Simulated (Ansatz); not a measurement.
## HOAl, singlet in 6-31G: errors against full CI

Geometry: a point of a stretch scan, not a stationary point.

```xyz
3

Al    0.0000    0.0000    3.3880
O     0.0000    0.0000   -1.2190
H     0.0000    0.0000   -2.1690
```

Basis 6-31G; Ansatz 0.2.0. Only valence electrons are correlated (noble-gas cores frozen), which leaves 10 electrons in 18 orbitals. R marks a restricted (for open shells ROHF) determinant, U an unrestricted one. Active spaces: pair = (2e, 2o) about the gap; valence = (10e, 9o) chosen from the atoms' valence shells.

Full CI is exact within this basis and frozen core; it isn't the basis-set limit. The frozen core follows each run's orbitals, which can shift R against U totals by a few meV.

Unrestricted rows (U) aren't spin-pure: their determinants' ⟨S²⟩ exceeds S(S+1) by up to 1.00, so they mix in states of higher spin.

The R cluster runs have T1 = 0.385, too large to trust, so RMP2, RCCSD, RCCSD(T), RCCSDT(Q), RCCSDT aren't compared. RHF is unstable: UHF (⟨S²⟩ = 1.00) lies 3.40 eV below the lowest RHF solution. Higher spins weren't run at this geometry and may lie near or lower.

```
UHF ⟨S²⟩                          : 1.003
T1 diagnostic (RCCSD)             : 0.3851
largest doubles amplitude (RCCSD) : 2.154
```

```tsv
level	E − E(RHF) (eV)
UHF	-3.4030
UMP2	-6.2457
UCCSD	-6.8408
UCCSD(T)	-6.8584
```

Question: Estimate how far full CI in 6-31G lies from UCCSD(T). The table doesn't fix it; the size of (T) and the diagnostics are the guide.

Answer: Full CI in 6-31G lies 1.5 kJ/mol below UCCSD(T), which is 88 % of the (T) step (-1.7 kJ/mol). More than one determinant leads, and the rest is a large part of (T).

The other levels:

```json
{"level": "CISD", "E − E(full CI) (kJ/mol)": "195.9", "share of correlation (%)": "70.46", "wall time": "0.57 s"}
{"level": "BCCD(T)*", "E − E(full CI) (kJ/mol)": "-18.6", "share of correlation (%)": "102.80", "wall time": "1.2 s"}
{"level": "UCCSDT", "E − E(full CI) (kJ/mol)": "1.1", "share of correlation (%)": "99.84", "wall time": "–"}
{"level": "CISDTQ", "E − E(full CI) (kJ/mol)": "16.1", "share of correlation (%)": "97.57", "wall time": "7 s"}
{"level": "UCCSDT(Q)", "E − E(full CI) (kJ/mol)": "0.5", "share of correlation (%)": "99.93", "wall time": "15 s"}
{"level": "RCCSDTQ*", "E − E(full CI) (kJ/mol)": "0.7", "share of correlation (%)": "99.89", "wall time": "92 s"}
```

An asterisk marks runs whose energy the program itself flagged as in doubt.

The correlation energy at full CI, counted from RHF, is -6.874 eV. That run took 6.3 min on 1 thread of Arm Neoverse V1, shared host over 18,367,552 determinants.

Run but not shown, since their state, orbitals or frozen core can't be matched to the reference's or they repeat it: RMP2, RCCSD, RCCSD(T), RCCSDT, RCCSDT(Q), CASSCF (pair space), NEVPT2 (pair space), MRCISD (pair space), MRCISD+Q (pair space), CASSCF (valence space), NEVPT2 (valence space), MRCISD (valence space), MRCISD+Q (valence space), MRCISD+Q(relaxed) (valence space).

Times hold each run's SCF and search for its determinant on a shared host, so for small cases they say little of a method's own cost; they ran on 1 thread of Arm Neoverse V1.

Not variational, and here over 5 meV under the exact energy: BCCD(T).

The full-CI state has the irrep A1 of C2v, in the program's axes (one component, if the state is degenerate).

Natural occupations of full CI about the gap: 1.989 1.970 1.906 1.498 1.485 0.520 0.507 0.041 0.028 0.013; effectively unpaired electrons, Σ n²(2−n)², 2.36. No single determinant describes this state well, so single-reference rows can miss without a flag.
